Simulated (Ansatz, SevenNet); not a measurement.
For rock-salt TiC, the machine-learned potential SevenNet-0 (trained on PBE and PBE+U data) gives:

| Item | Value |
|---|---|
| equilibrium lattice constant a | 4.335 Å |
| elastic constant C11 | 549 GPa |
| elastic constant C44 | 133 GPa |
| Voigt–Reuss–Hill shear modulus | 159 GPa |

Problem. What does HSE06 (Ansatz, a first-principles code, PAW) give for the same quantities?

Solution. 
- lattice constant a: 4.305 Å (shrinks by 0.7 %)
- elastic constant C11: 552 GPa (grows by 0.5 %)
- elastic constant C44: 204 GPa (grows by 53 %)
- Voigt–Reuss–Hill shear modulus: 205 GPa (rises by 29 %)

For comparison: lattice constant a 4.33 Å (measured, temperature not stated, not corrected to a static lattice; as tabulated in Zhang et al. (2018), doi:10.1088/1367-2630/aac7f0); elastic constant C11 500 GPa (measured, temperature not stated, no zero-point or thermal correction, our sources range from 500 to 514; as tabulated in Jochym et al. (1999), arXiv:1301.6077); elastic constant C44 175 GPa (measured, temperature not stated, not corrected to a static lattice; as tabulated in Jochym et al. (1999), arXiv:1301.6077).

Changes are worked out from the printed values.

Unless a cell is named, each level is at its own relaxed cell (SevenNet-0 10.18, HSE06 9.97 Å³/atom).

Caveats: hybrids on metals are sensitive to the k mesh (HSE06); the run warned that the count of filled bands differs between k points (HSE06). Ansatz's density-functional and Hartree–Fock values are scalar-relativistic unless marked +SOC, with PAW data made under PBE.
